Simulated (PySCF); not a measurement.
C₅H₉N.
Z-matrix (Å and degrees, GFN2-xTB geometry), rows numbered from 1:
```
C 
N   1  1.4372
C   2  1.3866  1  120.53
C   3  1.3298  2  113.10  1   150.07
C   4  1.5054  3  109.41  2    -1.68
C   2  1.4591  1  117.11  3   133.73
H   1  1.1009  2  112.77  3   -72.57
H   1  1.0890  2  109.25  3    48.42
H   1  1.0910  2  109.08  3   167.05
H   3  1.0759  2  118.83  1   -33.06
H   4  1.0719  3  127.29  2   174.29
H   5  1.0937  4  110.51  3   109.32
H   5  1.0914  4  112.86  3  -129.93
H   6  1.0928  2  109.81  1    81.86
H   6  1.1007  2  110.07  1   -37.10
```

Hirshfeld charges (e) from the PBE0/pcSseg-1 density (PySCF), one withheld:

| atom | bonded to | charge |
| --- | --- | --- |
| C1 | N2 H7 H8 H9 | -0.0684 |
| N2 | C1 C3 C6 | -0.0778 |
| C3 | N2 C4 H10 | -0.0167 |
| C4 | C3 C5 H11 | -0.1043 |
| C5 | C4 C6 H12 H13 | ? |
| C6 | C5 N2 H14 H15 | -0.0189 |
| H7 | C1 | +0.0281 |
| H8 | C1 | +0.0481 |
| H9 | C1 | +0.0451 |
| H10 | C3 | +0.0545 |
| H11 | C4 | +0.0400 |
| H12 | C5 | +0.0359 |
| H13 | C5 | +0.0393 |
| H14 | C6 | +0.0386 |
| H15 | C6 | +0.0297 |

Problem. What is the charge on C5?

Solution. The charges add up to the total charge, 0. The others sum to +0.0732, which leaves -0.0732 e for C5 (allylic carbon); the computed value is -0.0733, the difference coming from rounding and the integration grid.

Problem. Add each hydrogen's charge to the atom that carries it.

Solution. C1 +0.0529, C3 +0.0378, C4 -0.0643, C5 +0.0019, C6 +0.0494. Atoms without hydrogen keep their charges.

Problem. Across which bond do the charges differ most?

Solution. H11–C4: +0.0400 on H11 against -0.1043 on C4, a difference of 0.1443 e. The lower charge is on the more electronegative element of the two (Pauling values: C 2.55, H 2.20).

Problem. Take the bonds between elements whose Pauling electronegativities differ by more than 0.25. In how many does the more electronegative atom carry the lower charge?

Solution. In 12 of 12.

Problem. How much positive and how much negative charge does this set hold in all?

Solution. +0.3593 e on 9 atoms and -0.3594 e on 6.

The Hirshfeld scheme divides the density at each point in proportion to the densities of the neutral, spherically averaged free atoms. Geometry: GFN2-xTB, one conformer, isolated molecule.
